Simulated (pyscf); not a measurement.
Optimised with ωB97X-D3(BJ)/def2-SVP in PySCF.

### Question
Estimate by transition-state theory the rate constant of HS–GeH₃ + HF → F–GeH₂–SH + H₂ (singlet surface; Ge–H, F–H broken, F–Ge, H–H formed) at 900 K, with ωB97M-D3(BJ)/def2-TZVP energies (ideal gas, 1 atm, RRHO with modes under 100 cm⁻¹ raised to 100, one conformer, R ln 2 for chiral ones without a mode under 150 cm⁻¹; no tunnelling).

### Answer
The electronic barrier is 35.0 kcal/mol and the thermal terms add +29.4, so ΔG‡ = 64.4 kcal/mol. With k_BT/h = 1.88e+13 s⁻¹ and RT = 1.788 kcal/mol, and a volume of 1.23e-19 cm³ per molecule at 1 atm, k = 5.4e-22 cm³ molecule⁻¹ s⁻¹. Wigner's tunnelling factor for 1207i cm⁻¹ would be 1.16. A shift of 1 kcal/mol in the barrier changes k by a factor 1.7. On the reactant side the descent ends in a complex (not fully relaxed), 6.4 kcal/mol under the separated species and 41.1 kcal/mol under the saddle at ωB97X-D3(BJ)/def2-TZVP. At the saddle there is also a short Ge–H contact that neither side keeps. The same reactants have a lower exit, to H₂S + F–GeH₃ (barrier +26.0 kcal/mol at ωB97M-D3(BJ)/def2-TZVP, against +35.0 kcal/mol here). One saddle was located; it need not be the lowest between these sides. Elements up to Kr have no core potential and no relativistic terms here.
